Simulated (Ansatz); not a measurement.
**Fe, bcc: geometry optimisation**

Method: DFT, PBE, plane waves (420 eV) with PAW, scalar-relativistic (Ansatz 0.2.0).

k-point mesh 15×15×15, Fermi-Dirac smearing 0.05 eV, starting moments 2.50 μB. Cell and atoms relax.

Starting structure:

```cif
data_structure
_symmetry_space_group_name_H-M 'P 1'
_symmetry_Int_Tables_number 1
_cell_length_a 2.4825
_cell_length_b 2.4825
_cell_length_c 2.4825
_cell_angle_alpha 109.471
_cell_angle_beta 109.471
_cell_angle_gamma 109.471
_cell_volume 11.78
loop_
_atom_site_label
_atom_site_type_symbol
_atom_site_fract_x
_atom_site_fract_y
_atom_site_fract_z
_atom_site_occupancy
Fe1 Fe 0.00000 0.00000 0.00000 1
```

Task: The pressure at the start is -6.6 GPa. By how much does the volume change?

Result: From 11.78 to 11.36 Å³ per atom, -3.5 %. The final cell has a = 2.833 Å.

Task: How much energy does the relaxation gain?

Result: 8.7 meV per atom.

Path of the relaxation (the plane waves are chosen anew near the end, which can shift the energy a little):

```
step  E − E(final) (meV/atom)  V (Å³/atom)  P (GPa)  max force (eV/Å)
   0                     8.75       11.777    -6.59             0.000
   1                     1.07       11.515    -2.54             0.000
   2                    -0.23       11.356     0.14             0.000
   3                    -0.23       11.364     0.00             0.000
   4                     0.00       11.364     0.01             0.000
```

Task: Which magnetic state does it end in?

Result: ferromagnetic, net 2.18 μB per atom; moments 2.23 μB.
